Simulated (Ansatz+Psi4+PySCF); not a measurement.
A calculation with PySCF 2.14.0.

```python
from pyscf import gto, scf, mp

# the (T+d) and (D+d) sets load through basis_set_exchange
mol = gto.M(atom="""
S -0.022900 0.019230 0.099710
H -0.001410 0.952170 -0.796840
H 0.017470 -0.950150 -0.820670
""", basis={'H': 'cc-pvtz', 'S': 'cc-pv(t+d)z'}, charge=1, spin=1)
mf = scf.UHF(mol)
mf.kernel()
pt = mp.MP2(mf, frozen=5).run()
print(mf.e_tot, pt.e_corr, pt.e_tot)
```

The script is written out from the run's settings.

The run gave:

* Converged: yes
* Reference energy: -398.37572 hartree
* Correlation energy: -0.14906 hartree
* Total energy: -398.52478 hartree
* Spin squared of the determinant: 0.766

Messages of the program:
```
WARN: HOMO -0.316201263817423 >= LUMO -0.316201263817423
WARN: HOMO -0.316201263817423 >= LUMO -0.316201263817423
```
